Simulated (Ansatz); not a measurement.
# A ladder of methods for B2H6

B2H6: 8 atoms, total charge 0, spin state singlet. The coordinates come from a GFN2-xTB relaxation.

```tsv
atom	x (Å)	y (Å)	z (Å)
B	0.5123	-0.6519	0.3616
H	1.3483	-1.1845	-0.2678
H	0.3617	-0.9945	1.4743
H	0.6297	0.6511	0.2856
B	-0.5127	0.6521	-0.3614
H	-1.3479	1.1852	0.2679
H	-0.3605	0.9943	-1.4738
H	-0.6309	-0.6518	-0.2863
```

Quantity: the electronic atomisation energy, in eV. The values are calculated. Electronic energies at fixed atoms, without zero-point motion or spin-orbit coupling.

```tsv
level	kind	program	value (eV)	less FCI/STO-3G	CPU time (all runs)
HF/STO-3G	Hartree–Fock	Ansatz	29.01	-1.13	0.11 s
BLYP/STO-3G	GGA	Ansatz	34.35	+4.21	1.7 s
r2SCAN/STO-3G	meta-GGA	Ansatz	34.88	+4.74	3.4 s
B3LYP/STO-3G	global hybrid	Ansatz	34.65	+4.51	1.2 s
HSE06/STO-3G	range-separated hybrid	Ansatz	34.74	+4.60	1.7 s
wB97X/STO-3G	range-separated hybrid	Ansatz	34.67	+4.53	5.1 s
B2PLYP/STO-3G	double hybrid	Ansatz	33.23	+3.09	1.6 s
MP2/STO-3G	perturbation theory	Ansatz	30.39	+0.25	0.12 s
CCSD/STO-3G	coupled cluster or CI	Ansatz	30.08	-0.06	0.22 s
FCI/STO-3G	exact in the basis	Ansatz	30.14	0.00	41 s
```

FCI/STO-3G is exact within its basis and frozen core, so for wave-function methods in that basis the difference is their error; functionals converge differently with the basis, so for them it is only a difference. The values span 29.01 to 34.88 eV. All rows use very small basis sets, so even the best lies far from the true value. CPU times are rough (shared hosts, several kinds of processor): they show what a rung costs within a factor of a few.
